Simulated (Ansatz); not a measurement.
C3H6ClFO (`COC(C)(F)Cl`), 12 atoms. The species carries charge 0 and has multiplicity 1. All runs use 4 threads of an Intel Xeon on a shared host. Correlated methods freeze the cores.

(1) How many basis functions does each run have, and how long does it take in Ansatz? RKS r2SCAN-D4/def2-TZVPP energy and forces; RHF-MP2/def2-QZVPP energy; RHF-CCSD(T)/def2-TZVPP energy; RKS PBE0-D4/def2-SVP energy; RKS B97M-V/def2-TZVPP energy; RKS ωB97M-V/def2-SVP energy; RKS CAM-B3LYP-D4/def2-TZVPP energy; RKS PBE0-D4/def2-TZVP relaxation (8 steps); RKS BLYP-D4/def2-TZVPP energy; direct RPA on PBE orbitals/def2-TZVPP energy; RHF-CCSD(T)/def2-SVP energy; RKS ωB97M-V/def2-QZVPP energy. (Estimate.)

## Answers

(1) Computed: Other jobs shared the machine, so times are rough.

```tsv
level	job	functions	wall time	peak host memory (GiB)
RKS PBE0-D4/def2-SVP	energy	118	2.7 s	0.3
RKS BLYP-D4/def2-TZVPP	energy	281	5.5 s	0.41
RKS ωB97M-V/def2-SVP	energy	118	8.1 s	0.4
RKS CAM-B3LYP-D4/def2-TZVPP	energy	281	9 s	0.9
RKS r2SCAN-D4/def2-TZVPP	energy and forces	281	9 s	0.44
direct RPA on PBE orbitals/def2-TZVPP	energy	281	13 s	0.8
RHF-CCSD(T)/def2-SVP	energy	118	18 s	0.72
RKS B97M-V/def2-TZVPP	energy	281	20 s	0.5
RKS ωB97M-V/def2-QZVPP	energy	535	41 s	2.6
RKS PBE0-D4/def2-TZVP	relaxation (8 steps)	228	70 s	0.69
RHF-MP2/def2-QZVPP	energy	535	79 s	4.2
RHF-CCSD(T)/def2-TZVPP	energy	281	7.7 min	8.7
```
